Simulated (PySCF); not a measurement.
BCl⁻ at UHF-MP2

Level: UHF-MP2. B aug-pcseg-1, Cl aug-pcseg-1; no relativity (PySCF 2.14).

| Item | Value |
| --- | --- |
| state | ²Π (doublet), unpaired electrons π ↑ |
| bond length | 1.906 Å |
| harmonic wavenumber | 482 cm⁻¹ |
| force constant | 1.15 mdyn/Å |
| rotational constant Be | 0.5542 cm⁻¹ |
| anharmonicity ωexe | 8.31 cm⁻¹ |
| vibration–rotation constant αe | 0.0113 cm⁻¹ |
| well depth De to B + Cl⁻ | 1.30 eV |
| dissociation energy D0 | 1.27 eV |

Correlated steps freeze 6 core orbitals. Correlated levels converge slowly with the basis: in double zeta they bind strong bonds too weakly, by up to about 1 eV, and carry superposition errors of some tenths. For an ion De counts to the pair picked by the measured ionisation energies or electron affinities, which need not be the lowest pair at this level. The state is the lowest determinant that a PBE0 search found; another state may lie lower at other levels.
